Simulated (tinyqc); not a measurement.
Worked calculation: UKS/LDA (VWN5) in the sto-3g basis, for BH, spin multiplicity 3. One step of it, computed by the program tinyqc.

Question. Iteration 18 (converged): orbitals. Diagonalise F' = X^T F X, C = X C', fill 4 alpha and 2 beta electrons from the bottom; D(s) = C_occ C_occ^T. Each column has its largest component positive (the first on a tie).

converged F(alpha) (hartree), lower triangle:
```
            1B 1s      1B 2s    1B 2px    1B 2py     1B 2pz      2H 1s
1B 1s   -6.085476
1B 2s   -1.875942  -0.774315
1B 2px   0.000000   0.000000  0.022148
1B 2py   0.000000   0.000000  0.000000  0.018349
1B 2pz   0.001646   0.008028  0.000000  0.000000   0.018061
2H 1s   -0.031228  -0.062644  0.000000  0.000000  -0.065358  -0.169001
```

converged F(beta) (hartree), lower triangle:
```
            1B 1s      1B 2s    1B 2px    1B 2py     1B 2pz      2H 1s
1B 1s   -6.067618
1B 2s   -1.862537  -0.714383
1B 2px   0.000000   0.000000  0.062717
1B 2py   0.000000   0.000000  0.000003  0.111581
1B 2pz  -0.001661  -0.012168  0.000000  0.000000   0.064200
2H 1s   -0.031062  -0.057660  0.000000  0.000000  -0.057551  -0.002918
```

X, lower triangle:
```
            1B 1s      1B 2s    1B 2px    1B 2py     1B 2pz     2H 1s
1B 1s    1.028851
1B 2s   -0.141751   1.032114
1B 2px   0.000000   0.000000  1.000000
1B 2py   0.000000   0.000000  0.000000  1.000000
1B 2pz  -0.000811   0.004512  0.000000  0.000000   1.006023
2H 1s    0.007480  -0.047459  0.000000  0.000000  -0.063773  1.009230
```

Give: F' = X^T F X; orbital energies; coefficients C; F' = X^T F X; orbital energies; coefficients C; D(alpha) after iteration 18; D(beta) after iteration 18.

Answer.

F' = X^T F X (alpha) (hartree), lower triangle:
```
         1        2       3       4        5        6
1  -5.9104
2  -1.0282  -0.3928
3   0.0000   0.0000  0.0221
4   0.0000   0.0000  0.0000  0.0183
5  -0.0017   0.0131  0.0000  0.0000   0.0261
6   0.0169  -0.0366  0.0000  0.0000  -0.0576  -0.1588
```

orbital energies (alpha) (hartree): MO1 -6.0958, MO2 -0.2302, MO3 -0.1547, MO4 0.0183, MO5 0.0221, MO6 0.0448

coefficients C (alpha):
```
            MO1      MO2      MO3     MO4      MO5      MO6
1B 1s    0.9874  -0.2687   0.1745  0.0000   0.0000  -0.0337
1B 2s    0.0437   0.8595  -0.5775  0.0000   0.0000   0.1163
1B 2px   0.0000   0.0000   0.0000  0.0001   1.0000   0.0000
1B 2py   0.0000   0.0000   0.0000  1.0000  -0.0001   0.0000
1B 2pz   0.0000   0.0448   0.2421  0.0000   0.0000   0.9775
2H 1s   -0.0028   0.4822   0.8159  0.0000   0.0000  -0.3559
```

F' = X^T F X (beta) (hartree), lower triangle:
```
         1        2       3       4        5       6
1  -5.8942
2  -1.0251  -0.3328
3   0.0000   0.0000  0.0627
4   0.0000   0.0000  0.0000  0.1116
5  -0.0023  -0.0071  0.0000  0.0000   0.0723
6   0.0175  -0.0407  0.0000  0.0000  -0.0624  0.0091
```

orbital energies (beta) (hartree): MO1 -6.0772, MO2 -0.1630, MO3 -0.0172, MO4 0.0627, MO5 0.1116, MO6 0.1117

coefficients C (beta):
```
            MO1      MO2      MO3      MO4     MO5      MO6
1B 1s    0.9879  -0.3038   0.0980   0.0000  0.0000  -0.0278
1B 2s    0.0418   0.9824  -0.3327   0.0000  0.0000   0.0999
1B 2px   0.0000   0.0000   0.0000   1.0000  0.0001   0.0000
1B 2py   0.0000   0.0000   0.0000  -0.0001  1.0000   0.0000
1B 2pz   0.0007   0.0873   0.4848   0.0000  0.0000   0.8795
2H 1s   -0.0027   0.2263   0.7830   0.0000  0.0000  -0.6004
```

D(alpha) after iteration 18, lower triangle:
```
          1B 1s    1B 2s  1B 2px  1B 2py  1B 2pz   2H 1s
1B 1s    1.0775
1B 2s   -0.2886   1.0741
1B 2px   0.0000   0.0000  0.0000
1B 2py   0.0000   0.0000  0.0001  1.0000
1B 2pz   0.0302  -0.1013  0.0000  0.0000  0.0606
2H 1s    0.0100  -0.0568  0.0000  0.0000  0.2191  0.8983
```

D(beta) after iteration 18, lower triangle:
```
          1B 1s   1B 2s  1B 2px  1B 2py  1B 2pz   2H 1s
1B 1s    1.0683
1B 2s   -0.2571  0.9669
1B 2px   0.0000  0.0000  0.0000
1B 2py   0.0000  0.0000  0.0000  0.0000
1B 2pz  -0.0259  0.0858  0.0000  0.0000  0.0076
2H 1s   -0.0714  0.2223  0.0000  0.0000  0.0198  0.0512
```
